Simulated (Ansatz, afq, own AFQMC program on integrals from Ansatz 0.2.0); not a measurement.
AFQMC, coupled cluster and functionals along a coordinate of BHO, singlet

```yaml
atoms:
  - { symbol: B, position_ang: [0.0000, 0.0000, 0.0084] }
  - { symbol: O, position_ang: [0.0000, 0.0000, -1.1895] }
  - { symbol: H, position_ang: [0.0000, 0.0000, 1.1811] }
```

The angle O2–B1–H3 is changed with bond lengths fixed. Energies in kcal/mol count from this geometry (180.000 °) at the same level; the start stands on RHF, each point on the determinant named.

Basis cc-pVDZ. Noble-gas cores (and the filled d shells of Ga–Kr and In–Xe) are frozen. Ansatz 0.2.0 and our own AFQMC program on the same integrals; the CISD trial comes from CCSD amplitudes, and released means the phaseless constraint is let go. Error bars are statistical, one sigma.

Cautions, each for one point or more: higher spins were not checked; raised T1 diagnostic; restricted determinant unstable towards unrestricted; strong correlation; the ph-AFQMC/CISD walk drifts between its halves.

| angle O2–B1–H3 / ° | det. | T1 | weight | MP2 | CCSD | CCSD(T) |
| --- | --- | --- | --- | --- | --- | --- |
| 73.600 | RHF | 0.024 | 0.88 | 80.0 | 79.4 | 77.6 |
| 87.700 | RHF | 0.023 | 0.88 | 63.2 | 64.0 | 61.9 |
| 104.900 | RHF | 0.026 | 0.88 | 43.3 | 44.1 | 42.4 |
| 120.500 | RHF | 0.026 | 0.89 | 27.9 | 28.2 | 27.2 |
| 141.700 | RHF | 0.024 | 0.90 | 11.9 | 12.0 | 11.6 |
| 158.100 | RHF | 0.023 | 0.90 | 4.0 | 4.0 | 3.8 |

(1) Estimate the curve of CCSDT(Q), counted from the same start.

## Answers

(1) 
| angle O2–B1–H3 / ° | det. | T1 | weight | CCSDT(Q) | ph-AFQMC/CISD | released AFQMC |
| --- | --- | --- | --- | --- | --- | --- |
| 73.600 | RHF | 0.024 | 0.88 | 77.2 | 77.2 ± 0.5 | 76.6 ± 0.8* |
| 87.700 | RHF | 0.023 | 0.88 | 61.5 | 61.9 ± 0.5 | 61.7 ± 0.7* |
| 104.900 | RHF | 0.026 | 0.88 | 42.2 | 42.6 ± 0.5 | 42.0 ± 0.8* |
| 120.500 | RHF | 0.026 | 0.89 | 27.0 | 26.9 ± 0.5 | 27.4 ± 0.8 |
| 141.700 | RHF | 0.024 | 0.90 | 11.5 | 11.5 ± 0.5 | 10.7 ± 0.7 |
| 158.100 | RHF | 0.023 | 0.90 | 3.8 | 3.0 ± 0.7 | 4.0 ± 0.6* |

Weight is that of the determinant in the CISD state; at the start T1 is 0.022 and the weight 0.90. An asterisk marks released energies that aren't shown to be converged. Symmetry can't show for every point that it stays on the start's state. Largest departures from CCSDT(Q), at the points where its series has closed: CCSD(T) 0.3 kcal/mol at 104.900 (on RHF), ph-AFQMC/CISD -0.8 kcal/mol at 158.100 (on RHF) (within the noise), released AFQMC -0.8 kcal/mol at 141.700 (on RHF) (within the noise), MP2 1.2 kcal/mol at 104.900 (on RHF), CCSD 1.9 kcal/mol at 104.900 (on RHF).

CCSDT and higher add their correlation energy to the determinant of the CCSD(T) run, since their own runs factorise the integrals more tightly (a shift of under 2 meV). A walk keeps the symmetry of its determinant, which the program's search chose and which needn't be the lowest solution, so a lower state of the same spin and another symmetry isn't excluded.
